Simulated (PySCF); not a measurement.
# Chlorine: highly charged ions in a basis for the neutral atom

Cl¹⁰⁺ [He] 2s2 2p3, Cl¹¹⁺ [He] 2s2 2p2. Calculation: PySCF 2.14, in cc-pVTZ-DK (5s4p2d1f, 34 functions); the spin-free X2C one-electron Hamiltonian (Gaussian nucleus). No spin-orbit coupling, so a gap to NIST mixes the basis error with missing relativistic terms.

Changed run: basis of the neutral atom used for a highly charged ion. This setting is unsound on purpose.

| species | method | sound run (hartree) | changed run (hartree) | converged |
| --- | --- | --- | --- | --- |
| Cl¹⁰⁺ | UHF | not run | -401.75997 | yes |
| Cl¹⁰⁺ | BP86 | not run | -401.98300 | yes |
| Cl¹⁰⁺ | PBE0 | not run | -401.83051 | yes |
| Cl¹¹⁺ | UHF | not run | -382.14760 | yes |
| Cl¹¹⁺ | BP86 | not run | -382.37821 | yes |
| Cl¹¹⁺ | PBE0 | not run | -382.21515 | yes |

Ionisation energy of Cl¹⁰⁺:

```json
{"method": "UHF", "changed run (eV)": "533.68", "NIST (eV)": "530 ± 0.4"}
{"method": "BP86", "changed run (eV)": "533.47", "NIST (eV)": "530 ± 0.4"}
{"method": "PBE0", "changed run (eV)": "533.76", "NIST (eV)": "530 ± 0.4"}
```

The contracted functions were made for the neutral atom and can be too rigid for a highly charged ion.
